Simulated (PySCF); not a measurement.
hydrogen cyanide (CHN), SMILES C#N. Coordinates come from a ωB97X-D3(BJ)/def2-TZVPD optimisation.

All values below come from ωB97X-D3(BJ)/def2-TZVPD (PySCF).

Harmonic wavenumbers (cm⁻¹): 781, 781, 2239, 3460. Rotational constants (GHz): 44.94 (linear); symmetry number 1.

### Question
Work out the zero-point energy and the ideal-gas rigid-rotor harmonic-oscillator thermochemistry at 298.15 K and 1 atm.

### Answer
ZPE = ½ Σ hcν = ½ × 7261 cm⁻¹ = 43.43 kJ/mol. H − E(el) = 52.55 kJ/mol. Entropy in J/(mol K): translation 149.86, rotation 49.30, vibration 1.87, total 201.03. G − E(el) = -7.39 kJ/mol. Cp = 34.83 J/(mol K).
